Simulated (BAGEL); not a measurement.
# Si2H4O (SMILES [SiH]O[SiH3]): PBE0/6-311+G(d,p) (density fitting with qzvpp-jkfit)

What is the energy change on altering one bond length of Si2H4O at PBE0/6-311+G** (density fitting with qzvpp-jkfit)? 

Program for the calculation: BAGEL 1.2.2.

### 1 The system as given

The species is Si2H4O (7 atoms), meant as a singlet with charge 0. As SMILES, `[SiH]O[SiH3]`. The coordinates come from a PBE0-D4/def2-TZVP relaxation. This is one conformer, not always the lowest.

Bond lengths: Si1–O2 1.645 Å, O2–Si3 1.652 Å, Si1–H4 1.549 Å, Si3–H5 1.486 Å, Si3–H6 1.483 Å, Si3–H7 1.483 Å. Angles: Si1–O2–Si3 142.3°, O2–Si1–H4 97.6°, O2–Si3–H5 109.8°, O2–Si3–H6 108.5°, O2–Si3–H7 108.5°, H5–Si3–H6 110.1°, H5–Si3–H7 110.1°, H6–Si3–H7 109.7°.

### 2 A single-point energy at PBE0/6-311+G(d,p) (density fitting with qzvpp-jkfit)

File input.json:

```json
{ "bagel": [

{
  "title": "molecule",
  "basis": "6-311+gss.json",
  "df_basis": "qzvpp-jkfit",
  "angstrom": "true",
  "geometry": [
    { "atom": "Si", "xyz": [      -1.691900,      -1.472900,      -0.230200 ] },
    { "atom": "O", "xyz": [      -0.369000,      -0.805400,       0.485100 ] },
    { "atom": "Si", "xyz": [       0.731600,       0.414800,       0.316400 ] },
    { "atom": "H", "xyz": [      -1.779300,      -0.509900,      -1.440500 ] },
    { "atom": "H", "xyz": [       0.446600,       1.182300,      -0.923400 ] },
    { "atom": "H", "xyz": [       0.635100,       1.303800,       1.499700 ] },
    { "atom": "H", "xyz": [       2.088200,      -0.180800,       0.247100 ] }
  ]
},

{
  "title": "ks",
  "xc_func": "pbe0"
},

{
  "title": "print",
  "file": "orbitals.molden",
  "orbitals": "true"
}

]}
```

The basis set 6-311+G** is read from a file made from the Basis Set Exchange's data (not shown).

Command:

```bash
$ BAGEL_NUM_THREADS=1 BAGEL input.json > input.out
```

Log:

```text
* using 1 threads per process

  ===============================================================
  ===============================================================

  *** Geometry ***

  { "atom" : "Si", "xyz" : [     -3.197228,     -2.783378,     -0.435015 ] },
  { "atom" : "O", "xyz" : [     -0.697309,     -1.521985,      0.916706 ] },
  { "atom" : "Si", "xyz" : [      1.382524,      0.783858,      0.597909 ] },
  { "atom" : "H", "xyz" : [     -3.362390,     -0.963571,     -2.722150 ] },
  { "atom" : "H", "xyz" : [      0.843952,      2.234223,     -1.744973 ] },
  { "atom" : "H", "xyz" : [      1.200165,      2.463825,      2.834022 ] },
  { "atom" : "H", "xyz" : [      3.946126,     -0.341662,      0.466951 ] },

  Number of auxiliary basis functions:      405

  Since a DF basis is specified, we compute 2- and 3-index integrals:
    o Being stored without compression. Storage requirement is 0.036 GB

  Number of basis functions:      106
  Number of electrons      :       40

    * METHOD: MOLECULE                             0.18

  *** Kohn-Sham DFT ***

    * Removing 10849 points whose weight is below 1.00e-10
    * Grid points: 93493

  === Nuclear Repulsion ===
   140.8530916924

       - DIIS with orbital gradients will be used.

  === KS iteration (pbe0 / 6-311+gss.json) ===
      0       -553.55337635          0.38311740           0.42
      1       -517.59599829          0.21664310           0.41
      2       -602.85335855          0.25192987           0.40
      3       -639.59703631          0.13506598           0.40
      4       -654.14858570          0.07063962           0.41
      5       -649.79743931          0.07906820           0.41
      6       -656.03561657          0.02539205           0.40
      7       -656.13435132          0.02494939           0.40
      8       -656.31322935          0.00634313           0.40
      9       -656.32762138          0.00103877           0.40
     10       -656.32803034          0.00018529           0.40
     11       -656.32805184          0.00003768           0.41
     12       -656.32805254          0.00000547           0.40
     13       -656.32805256          0.00000155           0.41
     14       -656.32805256          0.00000023           0.41
     15       -656.32805256          0.00000005           0.41
     16       -656.32805256          0.00000002           0.41
     17       -656.32805256          0.00000001           0.41
    * SCF iteration converged.

    * Permanent dipole moment:
           (   -0.203686,    -0.339193,     0.162130) a.u.

    * METHOD: KS                                   7.84

    * METHOD: PRINT                                0.03

  ===============================================================
```

It took 8.4 s on 1 thread of Arm Neoverse V1, shared host; peak memory 0.46 GiB.

### 3 The distorted shape, same level

File dft.json:

```json
{ "bagel": [

{
  "title": "molecule",
  "basis": "6-311+gss.json",
  "df_basis": "qzvpp-jkfit",
  "angstrom": "true",
  "geometry": [
    { "atom": "Si", "xyz": [   -1.895400,   -1.383556,   -0.219804 ] },
    { "atom": "O", "xyz": [   -0.572500,   -0.716056,    0.495496 ] },
    { "atom": "Si", "xyz": [    0.528100,    0.504144,    0.326796 ] },
    { "atom": "H", "xyz": [   -1.982800,   -0.420556,   -1.430104 ] },
    { "atom": "H", "xyz": [    0.243100,    1.271644,   -0.913004 ] },
    { "atom": "H", "xyz": [    0.431600,    1.393144,    1.510096 ] },
    { "atom": "H", "xyz": [    2.088200,   -0.180800,    0.247100 ] }
  ]
},
{
  "title": "ks",
  "xc_func": "pbe0"
},
{
  "title": "print",
  "file": "orbitals.molden",
  "orbitals": "true"
}

]}
```

The basis set 6-311+G** is read from a file made from the Basis Set Exchange's data (not shown).

Command:

```bash
$ BAGEL_NUM_THREADS=1 BAGEL dft.json > dft.out
```

Log:

```text
* using 1 threads per process

  ===============================================================
  ===============================================================

  *** Geometry ***

  { "atom" : "Si", "xyz" : [     -3.581787,     -2.614542,     -0.415369 ] },
  { "atom" : "O", "xyz" : [     -1.081868,     -1.353150,      0.936352 ] },
  { "atom" : "Si", "xyz" : [      0.997964,      0.952694,      0.617555 ] },
  { "atom" : "H", "xyz" : [     -3.746949,     -0.794736,     -2.702505 ] },
  { "atom" : "H", "xyz" : [      0.459392,      2.403059,     -1.725328 ] },
  { "atom" : "H", "xyz" : [      0.815606,      2.632661,      2.853668 ] },
  { "atom" : "H", "xyz" : [      3.946126,     -0.341662,      0.466951 ] },

  Number of auxiliary basis functions:      405

  Since a DF basis is specified, we compute 2- and 3-index integrals:
    o Being stored without compression. Storage requirement is 0.036 GB

  Number of basis functions:      106
  Number of electrons      :       40

    * METHOD: MOLECULE                             0.18

  *** Kohn-Sham DFT ***

    * Removing 10657 points whose weight is below 1.00e-10
    * Grid points: 93685

  === Nuclear Repulsion ===
   139.9844182814

       - DIIS with orbital gradients will be used.

  === KS iteration (pbe0 / 6-311+gss.json) ===
      0       -553.37397559          0.38159486           0.41
      1       -518.57132105          0.21610085           0.40
      2       -602.75364409          0.24933679           0.40
      3       -639.47343982          0.13338651           0.40
      4       -652.94064150          0.07693509           0.40
      5       -648.99966817          0.08084743           0.40
      6       -656.01340180          0.02625453           0.41
      7       -656.10172165          0.02643193           0.41
      8       -656.30937205          0.00384624           0.41
      9       -656.31567860          0.00101178           0.41
     10       -656.31609125          0.00017447           0.40
     11       -656.31611026          0.00002935           0.40
     12       -656.31611066          0.00000655           0.40
     13       -656.31611068          0.00000168           0.41
     14       -656.31611069          0.00000026           0.40
     15       -656.31611069          0.00000007           0.41
     16       -656.31611069          0.00000005           0.41
     17       -656.31611069          0.00000001           0.41
    * SCF iteration converged.

    * Permanent dipole moment:
           (   -0.065810,    -0.376759,     0.161561) a.u.

    * METHOD: KS                                   7.81

    * METHOD: PRINT                                0.03

  ===============================================================
```

Run time: 8.4 s. Hardware: 1 thread of Arm Neoverse V1, shared host; peak memory 0.46 GiB.

### 4 What came out

Level: PBE0/6-311+G** (density fitting with qzvpp-jkfit).

| quantity | value |
| --- | --- |
| first shape: total energy | -656.32805 Eh |
| first shape: dipole moment | 1.09 D |
| first shape: HOMO energy | -6.58 eV |
| first shape: LUMO energy | -2.30 eV |
| first shape: HOMO–LUMO gap | 4.28 eV |
| distorted shape: total energy | -656.31611 Eh |
| distorted shape: dipole moment | 1.06 D |
| distorted shape: HOMO energy | -6.63 eV |
| distorted shape: LUMO energy | -2.35 eV |
| distorted shape: HOMO–LUMO gap | 4.28 eV |
| energy change with the Si3–H7 bond stretched from 1.483 to 1.706 Å | 0.325 eV |

**Reading.** With the Si3–H7 bond stretched from 1.483 to 1.706 Å the energy rises by 0.32 eV (31.4 kJ/mol). The first shape isn't relaxed at this level, so the change isn't measured from a minimum.
